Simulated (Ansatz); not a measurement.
`C#CC(=C)C` + `SS` → `C#CSS` + propene at 400 K and 1 bar (substitution at a C–C bond).

Computed with Ansatz on PBE0-D4/def2-TZVP structures; ΔE is electronic, products minus reactants. CCSD(T)/CBS adds triple-zeta CCSD(T) − MP2 to the extrapolated MP2 energy (def2 sets, frozen cores). This one scheme is used for every species. One conformer a species, not always the lowest.

```
    species  CCSD(T)/CBS energy (Eh)  H − E (kJ/mol)  S (J/(mol·K))
`C#CC(=C)C`               -193.78910           263.2          339.4
       `SS`               -796.74576            65.3          266.1
    `C#CSS`               -872.77690           102.2          331.4
     `C=CC`               -117.74610           229.7          285.2
```

H − E and S are ideal-gas, rigid-rotor, harmonic terms from PBE0-D4/def2-TZVP, for one conformer and one mirror image of each species. 1 Eh = 2625.50 kJ/mol, R = 8.31446 J/(mol·K).

Problem. By hand: ΔE, ΔH, ΔS and ΔG.

Solution. ΔE = (-872.77690) + (-117.74610) − (-193.78910) − (-796.74576) = 0.01186 Eh = 31.1 kJ/mol. Δ(H − E) = 102.2 + 229.7 − 263.2 − 65.3 = 3.4, so ΔH = 34.5 kJ/mol. ΔS = 331.4 + 285.2 − 339.4 − 266.1 = 11.1 J/(mol·K). ΔG = 34.5 − 400 × (11.1)/1000 = 30.1 kJ/mol.

Problem. By hand: the equilibrium constant, and the temperature at which ΔG would vanish if ΔH and ΔS stayed fixed.

Solution. log₁₀ K = −ΔG/(RT ln 10) = -3.9. ΔG = 0 at ΔH/ΔS = 3108 K, far beyond where these terms or the molecules hold.

The number of gas molecules stays the same, so ΔS is small and ΔH decides. A doubt of 5 kJ/mol in ΔE shifts log₁₀ K by 0.7 here. Other conformers and mirror images would add mixing entropy, several J/(mol·K) or more a flexible species. These are equilibria of isolated gas molecules and say nothing of rates. Largest T1 diagnostic: 0.014 (customary marks: 0.02 for closed shells, 0.045 for open ones).
